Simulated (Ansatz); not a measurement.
System: Sn2SbS2I3 (Cmcm, No. 63; cell taken from a computed entry). Method: HSE06 in Ansatz (PAW).

Settings: plane-wave cutoff 460 eV, 6×6×2 k mesh (along the axes of the cell as run), Fermi–Dirac smearing 0.01 eV, scalar-relativistic PAW data made under PBE.

Cell (relaxed with PBEsol):

```cif
data_I12S8Sb4Sn8
_chemical_formula_sum 'Sn8 Sb4 S8 I12'
_space_group_name_H-M_alt 'Cmcm'
_space_group_IT_number 63
_space_group_name_Hall '-C 2c 2'
_cell_length_a 4.24011
_cell_length_b 13.86371
_cell_length_c 15.77180
_cell_angle_alpha 90.000
_cell_angle_beta 90.000
_cell_angle_gamma 90.000
loop_
_atom_site_label
_atom_site_type_symbol
_atom_site_symmetry_multiplicity
_atom_site_Wyckoff_symbol
_atom_site_fract_x
_atom_site_fract_y
_atom_site_fract_z
_atom_site_occupancy
Sn1 Sn 8 f 0.00000 0.12945 0.52605 1
Sb1 Sb 4 c 0.00000 0.19839 0.25000 1
S1 S 8 f 0.00000 0.26909 0.08520 1
I1 I 8 f 0.00000 0.56442 0.13245 1
I2 I 4 c 0.00000 0.14734 0.75000 1
```
(The calculation used a cell of 16 atoms; values per cell refer to that cell.)

Task: Give the computed band gap, smallest direct gap on the k points sampled and direct gap at Γ.

Result: 
* **band gap**: 1.13 eV
* **smallest direct gap on the k points sampled**: 1.15 eV
* **direct gap at Γ**: 1.79 eV

Note: cell and atoms aren't relaxed at this level (pressure 1.4 GPa); this cell isn't known to be the ambient phase, and symmetry holds it in the calculation.

Spin–orbit coupling is not included.

Cost on a shared machine: around 60 core-minutes (rough).

Ansatz is a first-principles code.
